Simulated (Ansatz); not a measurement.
1T (CdI2-type) CdI₂, treated with PBE-D4 in Ansatz (PAW).

Run with plane-wave cutoff 500 eV, 12×12×6 k mesh (along the axes of the cell as run), gaussian smearing 0.02 eV, scalar-relativistic PAW data made under PBE.

Cell (relaxed at this level):

```
CELL_PARAMETERS angstrom
      2.12027    -3.67242     0.00000
      2.12027     3.67242     0.00000
      0.00000     0.00000     6.81602
ATOMIC_POSITIONS crystal
  Cd 0.00000 0.00000 0.00000
  I  0.33333 0.66667 0.25363
  I  0.66667 0.33333 0.74637
```

Task: Predict the band gap.

Result: 
- band gap: 2.31 eV (on the SCF k mesh)

Spin–orbit coupling is not included; with these elements it can move the gap by several tenths of an eV or more.

The computed numbers hold no vibrational or temperature effects.

The result took about 40 core-seconds (a rough figure).

Ansatz is a first-principles code.
